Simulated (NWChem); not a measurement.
System: BCl$_{3}$; SMILES ClB(Cl)Cl

Output (shortened):

```
             Northwest Computational Chemistry Package (NWChem) 7.3.0
             --------------------------------------------------------

 C3H symmetry detected

                             Geometry "geometry" -> ""
                             -------------------------

 Output coordinates in angstroms (scale by  1.889725989 to convert to a.u.)

  No.       Tag          Charge          X              Y              Z
 ---- ---------------- ---------- -------------- -------------- --------------
    1 B                    5.0000    -0.00000000     0.00000000     0.00000000
    2 Cl                  17.0000     1.48366238     0.93211568     0.00000000
    3 Cl                  17.0000     0.06540466    -1.75094715     0.00000000
    4 Cl                  17.0000    -1.54906705     0.81883148     0.00000000

 Effective nuclear repulsion energy (a.u.)     228.1896010159

      Symmetry information
      --------------------

 Group name             C3h
 Group number             22
 Group order               6
 No. of unique centers     2

  xc_inp: hfexch multiplicative factor not found.

                                 NWChem DFT Module
                                 -----------------

 Summary of "ao basis" -> "ao basis" (spherical)
 ------------------------------------------------------------------------------
       Tag                 Description            Shells   Functions and Types
 ---------------- ------------------------------  ------  ---------------------
 B                         def2-qzvp                17       57   7s4p3d2f1g
 Cl                        def2-qzvp                22       70   9s6p4d2f1g

      Symmetry analysis of basis
      --------------------------

        a'         61
        e'+        57
        e'-        57
        a"         32
        e"+        30
        e"-        30

  Rotation of axis

            General Information
            -------------------
          SCF calculation type: DFT
          Wavefunction type:  closed shell.
          No. of atoms     :     4
          No. of electrons :    56
           Alpha electrons :    28
            Beta electrons :    28
          Charge           :     0
          Spin multiplicity:     1
          Use of symmetry is: on ; symmetry adaption is: on
          Maximum number of iterations: 150
          AO basis - number of functions:   267
                     number of shells:    83
          Convergence on energy requested:  1.00D-06
          Convergence on density requested:  1.00D-05
          Convergence on gradient requested:  5.00D-04

              XC Information
              --------------
                     Hartree-Fock (Exact) Exchange  1.000

      Superposition of Atomic Density Guess
      -------------------------------------

 Sum of atomic energies:       -1403.00533183

      Non-variational initial energy
      ------------------------------

 Total energy =   -1404.080453
 1-e energy   =   -2392.442864
 2-e energy   =     760.172810
 HOMO         =      -0.404212
 LUMO         =       0.035081

      Symmetry analysis of molecular orbitals - initial
      -------------------------------------------------

  Numbering of irreducible representations:

     1 a'          2 e'+         3 e'-         4 a"          5 e"+
     6 e"-

  Orbital symmetries:

     1 a'          2 e'+         3 e'+         4 a'          5 e'+
     6 e'+         7 a'          8 e'+         9 e'+        10 e'+
    11 e'+        12 a"         13 a'         14 e"+        15 e"+
    16 a'         17 a'         18 e'+        19 e'+        20 a'
    21 e'+        22 e'+        23 a"         24 e'+        25 e'+
    26 e"+        27 e"+        28 a'         29 a"         30 a'
    31 a"         32 e'+        33 e'+        34 a'         35 e'+
    36 e'+        37 a'         38 e"+

------------------------------------------------------------
EAF file 0: "./job.aoints.0" size=687341568 bytes
------------------------------------------------------------
               write      read    awrite     aread      wait
               -----      ----    ------     -----      ----
     calls:     1311         0         0         0         0
   data(b): 6.87e+08  0.00e+00  0.00e+00  0.00e+00
   time(s): 0.00e+00  0.00e+00  0.00e+00  0.00e+00  0.00e+00
rate(mb/s): 0.00e+00  0.00e+00
------------------------------------------------------------

     ---------------------------------------------
      Total Density - Mulliken Population Analysis
     ---------------------------------------------

    Atom       Charge   Shell Charges
 -----------   ------   -------------------------------------------------------
    1 B    5     4.22   1.01  0.00  0.71  0.25  0.31  0.52  0.07  0.31  0.56  0.24  0.02  0.01  0.10  0.08  0.01  0.03  0.00
    2 Cl  17    17.26   1.64  0.01  0.28  0.31  1.08  0.61  0.43  1.13  0.40  5.84 -0.00  0.68  2.01  2.23  0.58  0.00  0.00  0.01  0.02  0.00  0.00  0.00
    3 Cl  17    17.26   1.64  0.01  0.28  0.31  1.08  0.61  0.43  1.13  0.40  5.84 -0.00  0.68  2.01  2.23  0.58  0.00  0.00  0.01  0.02  0.00  0.00  0.00
    4 Cl  17    17.26   1.64  0.01  0.28  0.31  1.08  0.61  0.43  1.13  0.40  5.84 -0.00  0.68  2.01  2.23  0.58  0.00  0.00  0.01  0.02  0.00  0.00  0.00

   convergence    iter        energy       DeltaE   RMS-Dens  Diis-err
 ---------------- ----- ----------------- --------- --------- ---------
 d= 0,ls=0.0,diis     1  -1403.3268700784 -1.63D+03  1.64D-03  3.84D-01
 d= 0,ls=0.0,diis     2  -1403.3682638786 -4.14D-02  5.93D-04  1.98D-01
 d= 0,ls=0.0,diis     3  -1403.3901986165 -2.19D-02  1.89D-04  2.95D-03
 d= 0,ls=0.0,diis     4  -1403.3910413918 -8.43D-04  6.14D-05  2.43D-04
 d= 0,ls=0.0,diis     5  -1403.3911236726 -8.23D-05  1.47D-05  1.18D-05
  Resetting Diis
 d= 0,ls=0.0,diis     6  -1403.3911288348 -5.16D-06  3.04D-06  4.96D-07
 d= 0,ls=0.0,diis     7  -1403.3911290313 -1.97D-07  4.46D-07  3.19D-08

         Total DFT energy =    -1403.391129031344
      One electron energy =    -2393.337582618590
           Coulomb energy =      848.415230003129
    Exchange-Corr. energy =      -86.658377431739
 Nuclear repulsion energy =      228.189601015855

 Numeric. integr. density =        0.000000000000

                  Occupations of the irreducible representations
                  ----------------------------------------------

                     irrep           alpha         beta
                     --------     --------     --------
                     a'                8.0          8.0
                     e'+              14.0         14.0
                     e'-               0.0          0.0
                     a"                2.0          2.0
                     e"+               4.0          4.0
                     e"-               0.0          0.0

                       DFT Final Molecular Orbital Analysis
                       ------------------------------------

 Vector   26  Occ=2.000000D+00  E=-4.841158D-01  Symmetry=e"+
              MO Center= -6.8D-01, -4.9D-01, -3.3D-15, r^2= 3.4D+00
   Bfn.  Coefficient  Atom+Function         Bfn.  Coefficient  Atom+Function
  ----- ------------  ---------------      ----- ------------  ---------------
   151      0.317090  3 Cl pz               221     -0.305849  4 Cl pz
   148      0.291278  3 Cl pz               218     -0.280953  4 Cl pz
   139     -0.192451  3 Cl pz               209      0.185629  4 Cl pz
   154      0.124432  3 Cl pz               224     -0.120021  4 Cl pz
   145      0.102214  3 Cl pz               215     -0.098591  4 Cl pz

 Vector   27  Occ=2.000000D+00  E=-4.841158D-01  Symmetry=e"+
              MO Center=  6.8D-01,  4.9D-01, -4.3D-14, r^2= 3.4D+00
   Bfn.  Coefficient  Atom+Function         Bfn.  Coefficient  Atom+Function
  ----- ------------  ---------------      ----- ------------  ---------------
    81      0.359654  2 Cl pz                78      0.330378  2 Cl pz
    69     -0.218285  2 Cl pz               221     -0.189562  4 Cl pz
   218     -0.174131  4 Cl pz               151     -0.170092  3 Cl pz
   148     -0.156247  3 Cl pz                84      0.141135  2 Cl pz
    75      0.115935  2 Cl pz               209      0.115051  4 Cl pz

 Vector   28  Occ=2.000000D+00  E=-4.593058D-01  Symmetry=a'
              MO Center= -5.0D-14,  1.0D-13,  5.7D-23, r^2= 4.3D+00
   Bfn.  Coefficient  Atom+Function         Bfn.  Coefficient  Atom+Function
  ----- ------------  ---------------      ----- ------------  ---------------
   149      0.268283  3 Cl px               146      0.245326  3 Cl px
   220     -0.237350  4 Cl py                80      0.227330  2 Cl py
   217     -0.217040  4 Cl py                77      0.207876  2 Cl py
   137     -0.161547  3 Cl px                79     -0.142819  2 Cl px
   208      0.142921  4 Cl py                68     -0.136887  2 Cl py

 Vector   29  Occ=0.000000D+00  E= 7.328422D-02  Symmetry=a"
              MO Center= -3.6D-14, -3.7D-15, -2.8D-14, r^2= 3.4D+00
   Bfn.  Coefficient  Atom+Function         Bfn.  Coefficient  Atom+Function
  ----- ------------  ---------------      ----- ------------  ---------------
    16      0.584436  1 B  pz                19      0.532338  1 B  pz
    84     -0.369928  2 Cl pz               154     -0.369928  3 Cl pz
   224     -0.369928  4 Cl pz                13      0.262791  1 B  pz
    10      0.242018  1 B  pz                78     -0.132663  2 Cl pz
   148     -0.132663  3 Cl pz               218     -0.132663  4 Cl pz

[...]
```

Level: Hartree-Fock/def2-QZVP. All runs use the structure optimised with B3LYP/6-31G* (spherical d).

**Question.** Reconstruct the input file.

**Answer.** One answer among several that fit: the input that was run:
```
start job
memory heap 200 mb stack 900 mb global 1100 mb
geometry units angstroms noautoz
  B      0.000000     0.000000     0.000000
  Cl     0.881255     1.514425     0.000000
  Cl     0.870903    -1.520402     0.000000
  Cl    -1.752158     0.005977     0.000000
end
basis spherical
  * library def2-qzvp
end
dft
  xc hfexch
  iterations 150
  semidirect filesize 400000000
  mulliken
end
task dft energy
```
